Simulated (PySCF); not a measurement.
s-BuOMe, C₅H₁₂O.
Z-matrix (Å and degrees, PBE0-D3(BJ)/def2-TZVP geometry), rows numbered from 1:
```
C 
C   1  1.5176
C   2  1.5170  1  113.35
C   3  1.5182  2  111.93  1  -175.20
O   3  1.4154  2  107.06  1    62.10
C   5  1.3987  3  114.47  2  -162.07
H   1  1.0920  2  111.24  3  -178.66
H   1  1.0939  2  111.01  3    61.49
H   1  1.0909  2  110.68  3   -58.30
H   2  1.0955  1  110.24  3   121.16
H   2  1.0947  1  110.23  3  -121.37
H   3  1.1038  2  108.63  1   -54.70
H   4  1.0928  3  109.99  2   -60.19
H   4  1.0915  3  111.88  2   179.32
H   4  1.0923  3  110.42  2    59.41
H   6  1.0906  5  107.33  3   173.02
H   6  1.0975  5  112.63  3   -67.81
H   6  1.0993  5  111.40  3    54.12
```

Method: PBE0-D3(BJ)/def2-TZVP geometry optimisation, gas phase in PySCF.

Masses are those of the commonest isotopes; rigid-rotor values at the optimised geometry. The values belong to one conformer with, in the numbering `[CH3:1][CH2:2][C@H:3]([CH3:4])[O:5][CH3:6]`, C1–C2–C3–C4 -175°, C2–C3–O5–C6 -162°.

**Question.** Give the principal moments of inertia and the rotational constants in MHz.

**Answer.** Ia = 108.28, Ib = 191.87, Ic = 274.07 u·Å²; 505379 MHz·u·Å²/I gives A = 4667, B = 2634, C = 1844 MHz.

**Question.** Classify the top.

**Answer.** An asymmetric top; Ray's κ = -0.440.

**Question.** What does the inertial defect say?

**Answer.** Not planar: Δ = Ic − Ia − Ib = -26.08 u·Å². For a rigid frame Δ = −2 Σ m c², so Σ m c² = 13.04 u·Å² lies off the ab plane: 8.39 from hydrogen and 4.65 from heavier atoms. The atom farthest from that plane is 1.35 Å away.

**Question.** Give the other two planar moments, Paa and Pbb, and the rms extents of the mass along the axes.

**Answer.** Paa = Σ m a² = (Ib + Ic − Ia)/2 = 178.83 and Pbb = Σ m b² = (Ia + Ic − Ib)/2 = 95.24 u·Å². With the mass M = 88.09 u, the rms extents √(P/M) along a, b and c are 1.42, 1.04, 0.38 Å.

**Question.** Give the coordinates in the principal-axis frame, origin at the centre of mass.

**Answer.** The sense of each axis is arbitrary; atoms in the order of the calculation.
```json
{"atom": "C1", "mass (u)": "12.000", "a (Å)": "-2.157", "b (Å)": "-0.810", "c (Å)": "0.148"}
{"atom": "C2", "mass (u)": "12.000", "a (Å)": "-1.390", "b (Å)": "0.455", "c (Å)": "-0.190"}
{"atom": "C3", "mass (u)": "12.000", "a (Å)": "0.055", "b (Å)": "0.422", "c (Å)": "0.269"}
{"atom": "C4", "mass (u)": "12.000", "a (Å)": "0.759", "b (Å)": "1.745", "c (Å)": "0.021"}
{"atom": "O5", "mass (u)": "15.995", "a (Å)": "0.685", "b (Å)": "-0.643", "c (Å)": "-0.418"}
{"atom": "C6", "mass (u)": "12.000", "a (Å)": "1.887", "b (Å)": "-1.071", "c (Å)": "0.155"}
{"atom": "H7", "mass (u)": "1.008", "a (Å)": "-3.185", "b (Å)": "-0.760", "c (Å)": "-0.218"}
{"atom": "H8", "mass (u)": "1.008", "a (Å)": "-2.198", "b (Å)": "-0.967", "c (Å)": "1.230"}
{"atom": "H9", "mass (u)": "1.008", "a (Å)": "-1.678", "b (Å)": "-1.682", "c (Å)": "-0.299"}
{"atom": "H10", "mass (u)": "1.008", "a (Å)": "-1.398", "b (Å)": "0.625", "c (Å)": "-1.272"}
{"atom": "H11", "mass (u)": "1.008", "a (Å)": "-1.873", "b (Å)": "1.324", "c (Å)": "0.268"}
{"atom": "H12", "mass (u)": "1.008", "a (Å)": "0.077", "b (Å)": "0.200", "c (Å)": "1.350"}
{"atom": "H13", "mass (u)": "1.008", "a (Å)": "0.753", "b (Å)": "1.976", "c (Å)": "-1.047"}
{"atom": "H14", "mass (u)": "1.008", "a (Å)": "1.796", "b (Å)": "1.724", "c (Å)": "0.362"}
{"atom": "H15", "mass (u)": "1.008", "a (Å)": "0.251", "b (Å)": "2.553", "c (Å)": "0.552"}
{"atom": "H16", "mass (u)": "1.008", "a (Å)": "2.204", "b (Å)": "-1.964", "c (Å)": "-0.385"}
{"atom": "H17", "mass (u)": "1.008", "a (Å)": "2.684", "b (Å)": "-0.320", "c (Å)": "0.077"}
{"atom": "H18", "mass (u)": "1.008", "a (Å)": "1.757", "b (Å)": "-1.327", "c (Å)": "1.216"}
```

**Question.** Where do the levels up to J = 4 lie, in MHz?

**Answer.** Above 0(0,0):
J = 1: 1(0,1) 4478, 1(1,1) 6511, 1(1,0) 7301
J = 2: 2(0,2) 13245, 2(1,2) 14677, 2(1,1) 17047, 2(2,1) 23148, 2(2,0) 23337
J = 3: 3(0,3) 25985, 3(1,3) 26820, 3(1,2) 31530, 3(2,2) 36582, 3(2,1) 37465, 3(3,1) 48830, 3(3,0) 48860
J = 4: 4(0,4) 42431, 4(1,4) 42845, 4(1,3) 50547, 4(2,3) 54344, 4(2,2) 56689, 4(3,2) 67049, 4(3,1) 67246, 4(4,1) 83783, 4(4,0) 83787
Those of J = 1 are B + C, A + C and A + B.

**Question.** Which types of transition are allowed, and where do some lines up to J = 5 fall?

**Answer.** The dipole components are |μa| = 0.43 D, |μb| = 0.53 D, |μc| = 0.88 D. Intensities carry the squares of the components, which stand as 0.24 : 0.36 : 1.00 (a : b : c). Some lines, for components of 0.1 D or more:

```json
{"type": "c", "branch": "Q", "J(Ka,Kc)": "4(1,4) ← 4(0,4)", "MHz": "414", "lower level (cm⁻¹)": "1.415"}
{"type": "c", "branch": "Q", "J(Ka,Kc)": "5(2,4) ← 5(1,4)", "MHz": "2528", "lower level (cm⁻¹)": "2.461"}
{"type": "b", "branch": "R", "J(Ka,Kc)": "1(1,1) ← 0(0,0)", "MHz": "6511", "lower level (cm⁻¹)": "0.000"}
{"type": "c", "branch": "R", "J(Ka,Kc)": "1(1,0) ← 0(0,0)", "MHz": "7301", "lower level (cm⁻¹)": "0.000"}
{"type": "b", "branch": "Q", "J(Ka,Kc)": "5(3,2) ← 5(2,3)", "MHz": "9616", "lower level (cm⁻¹)": "2.701"}
{"type": "b", "branch": "Q", "J(Ka,Kc)": "3(3,0) ← 3(2,1)", "MHz": "11395", "lower level (cm⁻¹)": "1.250"}
{"type": "c", "branch": "R", "J(Ka,Kc)": "2(1,1) ← 1(0,1)", "MHz": "12569", "lower level (cm⁻¹)": "0.149"}
{"type": "a", "branch": "R", "J(Ka,Kc)": "3(0,3) ← 2(0,2)", "MHz": "12740", "lower level (cm⁻¹)": "0.442"}
{"type": "b", "branch": "Q", "J(Ka,Kc)": "5(2,4) ← 5(1,5)", "MHz": "13642", "lower level (cm⁻¹)": "2.091"}
{"type": "c", "branch": "R", "J(Ka,Kc)": "3(1,2) ← 2(0,2)", "MHz": "18285", "lower level (cm⁻¹)": "0.442"}
{"type": "a", "branch": "R", "J(Ka,Kc)": "4(3,1) ← 3(3,0)", "MHz": "18387", "lower level (cm⁻¹)": "1.630"}
{"type": "b", "branch": "R", "J(Ka,Kc)": "3(2,2) ← 2(1,1)", "MHz": "19534", "lower level (cm⁻¹)": "0.569"}
{"type": "b", "branch": "R", "J(Ka,Kc)": "5(0,5) ← 4(1,4)", "MHz": "19646", "lower level (cm⁻¹)": "1.429"}
{"type": "a", "branch": "R", "J(Ka,Kc)": "5(0,5) ← 4(0,4)", "MHz": "20060", "lower level (cm⁻¹)": "1.415"}
{"type": "c", "branch": "R", "J(Ka,Kc)": "3(2,1) ← 2(1,1)", "MHz": "20418", "lower level (cm⁻¹)": "0.569"}
{"type": "b", "branch": "Q", "J(Ka,Kc)": "5(5,0) ← 5(4,1)", "MHz": "21438", "lower level (cm⁻¹)": "3.557"}
{"type": "b", "branch": "Q", "J(Ka,Kc)": "5(5,1) ← 5(4,2)", "MHz": "21470", "lower level (cm⁻¹)": "3.556"}
{"type": "c", "branch": "R", "J(Ka,Kc)": "4(1,3) ← 3(0,3)", "MHz": "24563", "lower level (cm⁻¹)": "0.867"}
{"type": "c", "branch": "R", "J(Ka,Kc)": "3(3,0) ← 2(2,0)", "MHz": "25523", "lower level (cm⁻¹)": "0.778"}
{"type": "c", "branch": "R", "J(Ka,Kc)": "3(3,1) ← 2(2,1)", "MHz": "25683", "lower level (cm⁻¹)": "0.772"}
{"type": "c", "branch": "R", "J(Ka,Kc)": "4(4,0) ← 3(3,0)", "MHz": "34928", "lower level (cm⁻¹)": "1.630"}
{"type": "c", "branch": "R", "J(Ka,Kc)": "4(4,1) ← 3(3,1)", "MHz": "34953", "lower level (cm⁻¹)": "1.629"}
{"type": "c", "branch": "R", "J(Ka,Kc)": "5(3,3) ← 4(2,3)", "MHz": "35498", "lower level (cm⁻¹)": "1.813"}
{"type": "c", "branch": "R", "J(Ka,Kc)": "5(4,1) ← 4(3,1)", "MHz": "39378", "lower level (cm⁻¹)": "2.243"}
```

Whether it is a minimum is left open (no frequencies). Zero-point vibration and centrifugal distortion are left out. A rigid rotor knows nothing of internal rotation, which can split or shift real lines.
